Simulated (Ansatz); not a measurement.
The input, for Ansatz 0.2.0:

```yaml
crystal:
  periodic: [false, false, false]
  atoms:
    - {symbol: B, position_ang: [0.000000, -0.093704, 0.376584]}
    - {symbol: Al, position_ang: [0.000000, -0.029907, -1.929533]}
    - {symbol: H, position_ang: [0.000000, 0.123611, 1.552949]}
basis:
  gaussian: {orbitals: 6-31G}
magnetization: {spin_polarized: true, initial_magnetization: 1}
correlation: {method: ccsdtq, electrons: outside_noble_gas}
```

```sh
$ ansatz run in.yaml --threads 1 --pin off --events-out ev --progress --plain --max-ram 2393MiB
```

(1) Roughly how long does this take on 1 thread of Arm Neoverse V2, shared host, and how much host memory?

```
490 factors; integrals over basis functions are off by at most 2.1e-7 eV
mean field evaluation 1: about -7265.5402 eV, gradient 5.4e0 eV
mean field evaluation 2: about -7265.5402 eV, gradient 5.4e0 eV
mean field evaluation 4: about -7266.1159 eV, gradient 8.2e-1 eV
mean field evaluation 8: about -7266.1817 eV, gradient 1.1e-1 eV
mean field evaluation 16: about -7266.2119 eV, gradient 1.4e-1 eV
mean field evaluation 32: about -7266.2311 eV, gradient 1.1e-1 eV
mean field evaluation 64: about -7266.1803 eV, gradient 2.6e-4 eV
mean field evaluation 96: about -7266.2037 eV, gradient 2.8e-1 eV
mean field evaluation 128: about -7266.2146 eV, gradient 1.3e-2 eV
mean field evaluation 160: about -7266.2135 eV, gradient 7.6e-2 eV
...
cycle  18  -2.50475016 eV  change    8.1e-6 eV  update   1.5e-5
cycle  19  -2.50475203 eV  change   -1.9e-6 eV  update   1.0e-5
cycle  20  -2.50475434 eV  change   -2.3e-6 eV  update   7.7e-6
cycle  21  -2.50475390 eV  change    4.4e-7 eV  update   5.5e-6
cycle  22  -2.50475362 eV  change    2.8e-7 eV  update   4.2e-6
cycle  23  -2.50475346 eV  change    1.6e-7 eV  update   3.3e-6
cycle  24  -2.50475426 eV  change   -8.0e-7 eV  update   2.5e-6
cycle  25  -2.50475532 eV  change   -1.1e-6 eV  update   1.8e-6
cycle  26  -2.50475552 eV  change   -2.0e-7 eV  update   9.9e-7
cycle  27  -2.50475566 eV  change   -1.3e-7 eV  update   6.3e-7
Total energy: -7268.72152435 eV, -267.1205891034 hartree
```

For the same geometry and basis full CI lies 0.1 meV lower.

## Answers

(1) 20 s wall and 0.15 GiB.
